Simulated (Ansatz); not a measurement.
Mulliken charges of ClLi, SMILES `[Li][Cl]` from PBE/def2-TZVPP in Ansatz (PBE0-D4/def2-TZVP geometry).

```csv
atom,x (Å),y (Å),z (Å),charge (e)
Li1,0.872,-0.336,0.433,0.625
Cl2,-0.842,0.276,-0.429,-0.625
```

Question: By hand: the dipole of these point charges (1 e Å = 4.8032 D).

Answer: Σ q r = (1.071, -0.383, 0.539) e Å, of length 1.259 e Å = 6.05 D.

Question: How does the dipole of the full density compare? (Best estimate.)

Answer: Ansatz gave: (1.194, -0.426, 0.600) e Å, 6.74 D; the point charges give 0.90 times that, at 0° from its direction.

Point charges leave out the atoms' own dipoles, such as those of lone pairs, and Mulliken's split depends on the basis, so the close match here is no proof of good charges.
